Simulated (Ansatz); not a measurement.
Mulliken charges of `[O]C=O` radical from ωB97M-V/def2-TZVPP in Ansatz (PBE0-D4/def2-TZVP geometry).

| atom | x (Å) | y (Å) | z (Å) | charge (e) |
| --- | --- | --- | --- | --- |
| O1 | -1.139 | 0.040 | 0.482 | -0.216 |
| C2 | -0.005 | -0.098 | 0.071 | 0.268 |
| O3 | 1.014 | -0.755 | 0.138 | -0.216 |
| H4 | 0.185 | 0.753 | -0.711 | 0.165 |

Q: By hand: the dipole of these point charges (1 e Å = 4.8032 D).

A: Σ q r = (0.056, 0.252, -0.232) e Å, of length 0.347 e Å = 1.67 D.

Q: How does the dipole of the full density compare? (An estimate is asked.)

A: Ansatz gave: (0.054, 0.242, -0.223) e Å, 1.60 D; the point charges give 1.04 times that, at 0° from its direction.

Point charges leave out the atoms' own dipoles, such as those of lone pairs, and Mulliken's split depends on the basis, so the close match here is no proof of good charges.
